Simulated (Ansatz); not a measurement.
The same path of BFH4O (7 atoms, charge 0, multiplicity 1) was run twice with different band settings. Lost on the way: B1–H2, O5–H7. Made: H2–H7.

Computed with Ansatz, RKS B3LYP-D4/def2-SVP.

Relaxed end points:

```xyz
7
Properties=species:S:1:pos:R:3
B 0.037 0.049 0.117
H 0.198 0.673 1.149
H 0.921 0.030 -0.719
F -1.245 0.044 -0.378
O 0.174 -1.584 0.733
H -0.026 -2.189 -0.001
H -0.537 -1.711 1.383
```

```xyz
7
Properties=species:S:1:pos:R:3
B 0.005 -0.356 -0.965
H 0.041 -0.660 3.326
H 0.905 0.394 -1.235
F -1.119 -0.333 -1.683
O 0.134 -1.218 0.061
H -0.645 -1.779 0.193
H 0.201 -0.735 2.586
```

Common settings: movable images 5; climbing image yes; spring 5.0 eV/Å²; optimiser quadratic models (default); start path through a guess of the saddle point; force threshold 0.03 eV/Å; end points relaxed.

| run | iteration limit |
| --- | --- |
| 1 | 60 |
| 2 | 10 |

Question: What does each run give, and how far can it be trusted?

Answer: Run 1: converged after 22 iterations, highest image 0.982 eV above the first end. Neighbouring images differ by up to 1.8 eV, so the band resolves the path poorly. A vibrational analysis at the climbing image gives one clearly imaginary mode, 1437i cm⁻¹: a first-order saddle point.
Run 2: not converged after 10 iterations, highest image 0.462 eV above the first end. The band didn't meet its force threshold, so its energies are provisional: the largest band force was still 1.06 eV/Å, and over the last iterations the top moved between 0.42 and 0.48 eV.
The orbitals stay closed-shell, which can raise the energy where a bond breaks towards radicals; this wasn't checked here.
